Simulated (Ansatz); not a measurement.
Geometry optimisation, Ansatz, RKS PBE0-D4/def2-SVP.

The input (input.yaml):

```yaml
crystal:
  periodic: [false, false, false]
  atoms:
    - { symbol: S, position_ang: [0.4164, 0.2544, -2.1871] }
    - { symbol: H, position_ang: [0.105, -0.0279, -3.4422] }
    - { symbol: H, position_ang: [1.0601, -0.8909, -2.0192] }
    - { symbol: C, position_ang: [-0.6928, -0.1237, 1.3976] }
    - { symbol: S, position_ang: [0.9581, 0.5751, 1.7207] }
    - { symbol: H, position_ang: [-1.3386, 0.6455, 0.9846] }
    - { symbol: H, position_ang: [-1.0789, -0.4616, 2.3549] }
    - { symbol: H, position_ang: [-0.6053, -0.9621, 0.7139] }
    - { symbol: H, position_ang: [1.1761, 0.9912, 0.4768] }
basis:
  gaussian: { orbitals: def2-SVP }
hamiltonian:
  xc: pbe0
  dispersion: d4
relax:
  f_tol: 0.02
  max_steps: 40
scf:
  lower_state_search: "off"
```

Run as:

```bash
$ ansatz run input.yaml --threads 1 --pin off --max-ram 2048MiB --backend cpu --events-out ev --progress --plain --runs-dir out
```

Task: Where does it end, and by what steps?

Result: The run converged. After 24 steps the energy has fallen by 0.179 eV; H2 moved furthest, 1.49 Å.

```json
{"step": "0", "energy less start (eV)": "0.0000", "largest force component (eV/Å)": "0.743", "accepted": "yes"}
{"step": "1", "energy less start (eV)": "-0.0437", "largest force component (eV/Å)": "0.201", "accepted": "yes"}
{"step": "2", "energy less start (eV)": "-0.0469", "largest force component (eV/Å)": "0.249", "accepted": "yes"}
{"step": "3", "energy less start (eV)": "-0.0569", "largest force component (eV/Å)": "0.158", "accepted": "yes"}
{"step": "4", "energy less start (eV)": "-0.0603", "largest force component (eV/Å)": "0.451", "accepted": "yes"}
{"step": "5", "energy less start (eV)": "-0.0774", "largest force component (eV/Å)": "0.190", "accepted": "yes"}
{"step": "6", "energy less start (eV)": "-0.0944", "largest force component (eV/Å)": "0.081", "accepted": "yes"}
{"step": "7", "energy less start (eV)": "0.0030", "largest force component (eV/Å)": "0.868", "accepted": "no"}
{"step": "8", "energy less start (eV)": "-0.0971", "largest force component (eV/Å)": "0.053", "accepted": "yes"}
{"step": "9", "energy less start (eV)": "-0.0995", "largest force component (eV/Å)": "0.194", "accepted": "yes"}
{"step": "10", "energy less start (eV)": "-0.1043", "largest force component (eV/Å)": "0.144", "accepted": "yes"}
{"step": "11", "energy less start (eV)": "-0.1086", "largest force component (eV/Å)": "0.075", "accepted": "yes"}
{"step": "12", "energy less start (eV)": "-0.1116", "largest force component (eV/Å)": "0.646", "accepted": "yes"}
{"step": "13", "energy less start (eV)": "-0.1217", "largest force component (eV/Å)": "0.827", "accepted": "yes"}
{"step": "14", "energy less start (eV)": "-0.1531", "largest force component (eV/Å)": "0.166", "accepted": "yes"}
{"step": "15", "energy less start (eV)": "-0.1655", "largest force component (eV/Å)": "0.163", "accepted": "yes"}
{"step": "16", "energy less start (eV)": "-0.1636", "largest force component (eV/Å)": "0.530", "accepted": "no"}
{"step": "17", "energy less start (eV)": "-0.1713", "largest force component (eV/Å)": "0.078", "accepted": "yes"}
{"step": "18", "energy less start (eV)": "-0.1751", "largest force component (eV/Å)": "0.032", "accepted": "yes"}
{"step": "19", "energy less start (eV)": "-0.1724", "largest force component (eV/Å)": "0.445", "accepted": "no"}
{"step": "20", "energy less start (eV)": "-0.1773", "largest force component (eV/Å)": "0.037", "accepted": "yes"}
{"step": "21", "energy less start (eV)": "-0.1785", "largest force component (eV/Å)": "0.107", "accepted": "yes"}
{"step": "22", "energy less start (eV)": "-0.1790", "largest force component (eV/Å)": "0.062", "accepted": "yes"}
{"step": "23", "energy less start (eV)": "-0.1793", "largest force component (eV/Å)": "0.025", "accepted": "yes"}
{"step": "24", "energy less start (eV)": "-0.1794", "largest force component (eV/Å)": "0.012", "accepted": "yes"}
```

```xyz
9
Properties=species:S:1:pos:R:3
S 0.292 0.112 -2.552
H 0.111 -1.225 -2.553
H 0.977 0.070 -1.378
C -0.640 -0.102 1.101
S 1.149 0.193 1.148
H -1.165 0.484 1.868
H -0.781 -1.169 1.322
H -1.048 0.109 0.101
H 1.104 1.527 0.942
```

Whether the end is a true minimum wasn't checked by a vibrational analysis.

The run took 54 s on 1 thread of Intel(R) Xeon(R) Platinum 8259CL CPU @ 2.50GHz (Skylake/Cascade Lake) (shared host), peak memory 0.16 GiB.
